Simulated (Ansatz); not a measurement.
```yaml
atoms:
  - { symbol: F, position_ang: [0.0001, 0.7100, 2.8000] }
  - { symbol: F, position_ang: [-0.0001, -0.7100, 2.8000] }
  - { symbol: H, position_ang: [0.3700, 0.0000, 0.0000] }
  - { symbol: H, position_ang: [-0.3700, 0.0000, 0.0000] }
```

RHF on singlet H₂F₂ in separate pieces was run in several spherical basis sets with Ansatz (development build ahead of 0.2.0). Caution for RHF: no unrestricted run beside it, a lower state can exist.

Question: Rank the basis sets by the total energy that they give, lowest first, with the distance from the lowest.
A. cc-pVDZ
B. 6-31G
C. def2-SVP

Answer: A (0.00 eV), B (1.11 eV), C (4.87 eV).

Totals follow the description of the cores as much as that of the bonds, so this order isn't one of quality for chemistry.
